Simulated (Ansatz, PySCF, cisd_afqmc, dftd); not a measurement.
Species: NO, charge 0, doublet. NO (SMILES [N]=O, doublet).
B3LYP-D3(BJ)/def2-TZVP minimum from Ansatz (a quantum-chemistry and plane-wave program):
```xyz
2

N      0.0000     0.0000    -0.6106
O      0.0000     0.0000     0.5343
```
Charge 0, spin multiplicity 2.

Quantity: enthalpy of formation at 298 K (by atomisation, with ideal-gas terms from PySCF's Hessian at B3LYP-D3(BJ)/def2-TZVP and the atoms' measured values of the G2/97 table; no spin-orbit terms), in kcal/mol. UHF or UKS for unpaired electrons; spin-orbit terms are left out. Cores are frozen in correlated methods. Rows without X2C or -DK are non-relativistic. The Monte Carlo rows (phaseless AFQMC, CISD trial, step 0.005/hartree) carry one-sigma bars that omit the constraint's bias. Outlying blocks are dropped, and bars are widened where a walk drifts. Over all cases where full CI ran beside it in this data, AFQMC minus full CI had a median of +0.1 mEh and passed +0.4 mEh in a tenth of the cases. CBS(X,Y): correlation extrapolated as X^-3, Hartree-Fock from the larger set (Q,5: extrapolated as (X+1)exp(-9√X)). A bracket is a step between two methods taken in the basis named. The functionals are non-relativistic, so their misses hold any scalar relativity. 'core' is core correlation in cc-pwCVTZ, 'X2C' scalar relativity in cc-pVTZ-DK, both at CCSD(T). The UHF reference of NO ([N]=O, doublet) is spin-contaminated (<S^2> up to 0.04 over the pure value in the sets run).

Measured: 21.8 kcal/mol, 91.1 kJ/mol (Active Thermochemical Tables 1.112 (ions: stationary electron), as tabulated in the package chemicals); atomic spin-orbit terms, which the calculations lack, would raise the computed values.

```tsv
level	program	enthalpy of formation at 298 K (kcal/mol)	error against that value
HF/cc-pVDZ	Ansatz	125.5	103.7
PBE-D4/def2-TZVPD	Ansatz + dftd4	2.4	-19.4
r2SCAN-D3(BJ)/def2-TZVPD	Ansatz + dftd3	22.3	0.5
r2SCAN-D4/def2-TZVPD	Ansatz + dftd4	22.3	0.5
B3LYP/def2-TZVPD	Ansatz	19.5	-2.3
r2SCANh/def2-TZVPD	Ansatz	28.0	6.2
MP2/cc-pVTZ	Ansatz	22.7	0.9
CCSD(T)/cc-pVTZ	Ansatz	31.3	9.5
CCSD(T)/cc-pV5Z	Ansatz	24.5	2.7
CCSD(T)/CBS(cc-pVTZ,cc-pVQZ)	Ansatz	23.2	1.4
CCSD(T)/CBS(cc-pVQZ,cc-pV5Z)	Ansatz	22.8	1.0
AFQMC/CISD/cc-pVQZ	cisd_afqmc	26.2 ± 0.4	4.4
CCSD(T)/CBS(cc-pVQZ,cc-pV5Z) + [AFQMC/CISD - CCSD(T)]/cc-pVTZ + core + X2C	Ansatz + cisd_afqmc	22.3 ± 0.2	0.5
CCSD(T)/CBS(cc-pVQZ,cc-pV5Z) + [CCSDT(Q) - CCSD(T)]/cc-pVQZ + [CCSDTQ - CCSDT(Q)]/cc-pVDZ + core + X2C	Ansatz	21.9	0.1
```
